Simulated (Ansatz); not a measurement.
Consider the ligand exchange at the Si–S bond: `CS[SiH]` + CH₃OH → `CO[SiH]` + CH₃SH.

Calculated with Ansatz (gas phase, PBE0-D4/def2-TZVP geometries, no zero-point term in ΔE). CCSD(T)/CBS is the MP2 limit (def2-TZVPP, def2-QZVPP) plus CCSD(T) − MP2 in def2-TZVPP, frozen cores. This one scheme is used for every species. DFT in def2-TZVPP. HSE06 is defined as in plane-wave codes.

`CS[SiH]`:

Z-matrix (Å, degrees):
```
C
S 1 1.812
H 1 1.090 2 110.6
H 1 1.090 2 108.9 3 -120.6
H 1 1.090 2 108.9 3 120.6
Si 2 2.094 1 103.9 3 -0.0
H 6 1.525 2 89.2 1 -180.0
```

CH₃OH:

Cartesian coordinates in Å:
```
C -0.029 -0.312 0.169
O 0.291 0.567 -0.884
H 0.233 -1.317 -0.163
H -1.099 -0.302 0.411
H 0.539 -0.096 1.082
H 0.066 1.460 -0.615
```

`CO[SiH]`:

Cartesian coordinates in Å:
```
C -0.265 0.538 0.517
O 0.828 -0.337 0.347
Si 1.167 -1.398 -0.855
H -0.776 0.298 1.452
H -0.969 0.452 -0.317
H 0.104 1.565 0.577
H -0.090 -1.117 -1.721
```

CH₃SH:

Z-matrix (Å, degrees):
```
C
S 1 1.806
H 1 1.089 2 111.5
H 1 1.089 2 111.5 3 -123.8
H 1 1.090 2 106.2 3 118.1
H 2 1.342 1 97.1 3 61.9
```

```tsv
level	ΔE (kcal/mol)
PBE0-D4	0.6
HSE06	0.4
```

Question: What does CCSD(T)/CBS give? (An estimate is asked.)

Answer: The calculation gave: -1.9 kcal/mol. The listed levels differ from it by 2.5, 2.3 kcal/mol.

Question: What do rigid-rotor, harmonic-oscillator terms from PBE0-D4/def2-TZVP frequencies (298.15 K, 1 bar) make of the CCSD(T)/CBS value? (An estimate is asked.)

Answer: The calculation gave: ΔZPE = -1.7 kcal/mol, ΔH = -3.7 kcal/mol, ΔS = -2 J/(mol·K), ΔG = -3.6 kcal/mol.

Largest T1 diagnostic among the species: 0.016.

At CCSD(T), def2-SVP lies −0.8 kcal/mol from the extrapolated value and def2-TZVPP −1.2 kcal/mol. In def2-TZVPP, CCSD(T) changes the Hartree–Fock value by +3.3 kcal/mol (the triples alone add +1.0 kcal/mol) and MP2 by +4.0 kcal/mol.
